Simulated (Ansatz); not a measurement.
A calculation on zinc-blende GaP returned lattice constant a 5.542 Å, bulk modulus 72.5 GPa, cohesive energy 3.16 eV/atom, zone-centre TO phonon frequency 338 cm⁻¹, elastic constant C11 120 GPa, elastic constant C44 62.8 GPa, Voigt–Reuss–Hill shear modulus 50.2 GPa.

For reference: lattice constant a 5.439 Å (measured, static lattice: zero-point anharmonic expansion removed; as tabulated in Mejia-Rodriguez and Trickey (2018), arXiv:1807.09216); bulk modulus 89.6 GPa (measured, 0 K value with the zero-point phonon effect removed; as tabulated in Mejia-Rodriguez and Trickey (2018), arXiv:1807.09216); cohesive energy 3.61 eV/atom (measured, static lattice: zero-point vibration energy added, our sources range from 3.61 to 3.69; as tabulated in Mejia-Rodriguez and Trickey (2018), arXiv:1807.09216); zone-centre TO phonon frequency 366 cm⁻¹ (measured, temperature not stated, no zero-point or thermal correction; as tabulated in Han and Bester (2011), arXiv:1107.0196); elastic constant C11 140 GPa (measured, temperature not stated, no zero-point or thermal correction; as tabulated in Råsander and Moram (2015), arXiv:1505.02379); elastic constant C44 70 GPa (measured, temperature not stated, no zero-point or thermal correction; as tabulated in Råsander and Moram (2015), arXiv:1505.02379).

Problem. Which level of theory produced these numbers?
A. revPBE (Ansatz, a quantum-chemistry and plane-wave program)
B. LC-ωPBE (Ansatz)
C. r²SCAN0 (Ansatz)
D. B3LYP (VWN-RPA form) (Ansatz)

Solution. A, revPBE (Ansatz)

The others give: r²SCAN0 5.434 Å, 94.7 GPa, 3.57 eV/atom, 372 cm⁻¹, 153 GPa, 77.3 GPa, 61.4 GPa; LC-ωPBE 5.381 Å, 108 GPa, 3.55 eV/atom, 394 cm⁻¹, 171 GPa, 84.4 GPa, 66.9 GPa; B3LYP (VWN-RPA form) 5.531 Å, 77.6 GPa, 3.11 eV/atom, 349 cm⁻¹, 132 GPa, 69.7 GPa, 56.3 GPa.

Unless a cell is named, each level is at its own relaxed cell (B3LYP (VWN-RPA form) 21.16, LC-ωPBE 19.47, r²SCAN0 20.05, revPBE 21.27 Å³/atom).

Ansatz's density-functional and Hartree–Fock values are scalar-relativistic unless marked +SOC, with PAW data made under PBE.
